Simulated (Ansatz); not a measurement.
System: ammonia, NH₃ (charge 0, singlet). SMILES: N
Coordinates optimised at B3LYP-D3(BJ)/def2-TZVP (Ansatz, a program for electronic structure):
```
N
H 1 1.0136
H 1 1.0136 2 107.33
H 1 1.0136 2 107.33 3 -115.09
```
Charge 0, spin multiplicity 1.

Quantity: enthalpy of formation at 298 K, in kcal/mol. Terms: 6-31G* and kin with 6d, 5d where marked; dispersion terms only where a functional's name holds one; LANL2DZ all-electron up to Ne; non-relativistic; 6-311+G** with 5d; spin-orbit terms left out; UHF or UKS for open shells; valence correlation only. Basis-set limits of correlation are two-point, X^-3; Hartree-Fock from the larger set (for Q and 5 zeta extrapolated as (X+1)exp(-9√X)). Ab initio and DFT rows: single points at B3LYP-D3(BJ) geometries (Ansatz), with unscaled harmonic terms from B3LYP/6-31G* at its own minima, enthalpies of formation by atomisation with measured atoms.

Measured values: Active Thermochemical Tables 1.112 (ions: stationary electron), as tabulated in the package chemicals; they hold spin-orbit and core effects, anharmonicity. 

Value to compare with, the measured value: -10.9 kcal/mol.

```csv
level,program,enthalpy of formation at 298 K (kcal/mol),error
B3LYP/STO-3G,Ansatz,-24.3,-13.4
B3LYP/3-21G,Ansatz,10.7,21.6
B3LYP/LANL2DZ,Ansatz,3.7,14.6
B3LYP/6-31G,Ansatz,7.8,18.7
B3LYP/6-31G*,Ansatz,-2.8,8.1
B3LYP/6-31+G*,Ansatz,-6.5,4.4
B3LYP/6-31G**,Ansatz,-9.0,1.9
B3LYP/def2-SVP,Ansatz,-6.0,4.9
B3LYP/cc-pVDZ,Ansatz,-1.7,9.2
B3LYP/6-311+G**,Ansatz,-10.9,0.0
B3LYP/def2-TZVPD,Ansatz,-12.1,-1.2
"CCSD(T)/CBS(cc-pVQZ,cc-pV5Z)",Ansatz,-10.1,0.8
```

Among the 10 habitual levels, B3LYP/3-21G lies farthest from the measured value (21.6 kcal/mol) and B3LYP/6-311+G** nearest (0.0); 8 of 10 lie above it, and their mean absolute error is 9.7 kcal/mol, the median 8.6. One case shows no general order.

The sets are all those run for this method; runs whose electronic state is in doubt are left out.
